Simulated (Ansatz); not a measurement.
This Ansatz (an electronic-structure program) input (HF/aug-cc-pVQZ) gives -75.41663 Eh with 126 basis functions. A basis named .json is the Basis Set Exchange file of that set (core-valence sets with the plain set on hydrogen).

Ansatz 0.2 input:
```yaml
crystal:
  periodic: [false, false, false]
  atoms:
    - {symbol: O, position_ang: [-0.00000000, -0.00000000, -0.10780207]}
    - {symbol: H, position_ang: [0.00000000, 0.00000000, 0.86241659]}
basis:
  gaussian:
    orbitals: aug-cc-pVQZ
    fitting: {mean_field: def2-universal-JKFIT.json}
hamiltonian:
  xc: {name: HF}
total_charge: -1
magnetization: {spin_polarized: false}
```

Change:
```diff
- fitting: {mean_field: def2-universal-JKFIT.json}
+ fitting: {mean_field: cc-pVTZ-JKFIT.json}
```

**Question.** What does the run give now?

**Answer.** -75.41684 Eh (HF/aug-cc-pVQZ, 126 functions), a change of -0.21 mEh.
